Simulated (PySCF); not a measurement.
Estimate the missing entries of this data sheet.

Species: C₅H₁₁N.
InChI=1S/C5H11N/c1-6-4-2-3-5-6/h2-5H2,1H3

| property | level | value |
| --- | --- | --- |
| rotational constants A, B, C of the GFN2-xTB geometry | GFN2-xTB | ? |
| dipole moment | CAM-B3LYP/def2-SVPD | ? |
| HOMO energy | CAM-B3LYP/def2-SVPD | ? |
| LUMO energy | CAM-B3LYP/def2-SVPD | ? |
| lowest singlet excitation | TDDFT CAM-B3LYP/def2-SVPD | ? |
| lowest triplet excitation (Tamm–Dancoff) | TDA CAM-B3LYP/def2-SVPD | ? |
| static isotropic polarisability | CAM-B3LYP/def2-SVPD | ? |
| electronic spatial extent ⟨r²⟩ about the centre of nuclear charge | CAM-B3LYP/def2-SVPD | 597 bohr² |

Gas-phase values; electronic properties from PySCF, density fitting. Isolated species at its GFN2-xTB geometry (one conformer only).

**Question.** Give the lowest singlet excitation.

**Answer.** 6.06 eV (204 nm, f = 0.021).

**Question.** The static isotropic polarisability?

**Answer.** 67.2 au.

**Question.** What is the lowest triplet excitation (Tamm–Dancoff)?

**Answer.** 5.85 eV.

**Question.** The dipole moment?

**Answer.** 0.60 D.

**Question.** Give the HOMO energy.

**Answer.** -7.54 eV.

**Question.** Give the LUMO energy.

**Answer.** 1.45 eV.

**Question.** The rotational constants A, B, C of the GFN2-xTB geometry?

**Answer.** 6.713, 3.182, 2.368 GHz.

The polarisability is 9.95 Å³ as a volume (1 au = 0.148185 Å³), or 1.40 au for each of the 48 electrons. No computed singlet falls in the visible range (750 to 380 nm, 1.65 to 3.26 eV); S1 lies 2.80 eV above its blue end. In atomic units the dipole is 0.24 e·bohr (1 au = 2.5417 D). The vertical singlet–triplet gap S1 − T1 is 0.21 eV (TDDFT singlet less Tamm–Dancoff triplet; S1: HOMO→LUMO, weight 0.91; T1: HOMO→LUMO, weight 0.90). In wavenumbers S1 is 48900 cm⁻¹ (1 eV = 8065.54 cm⁻¹).
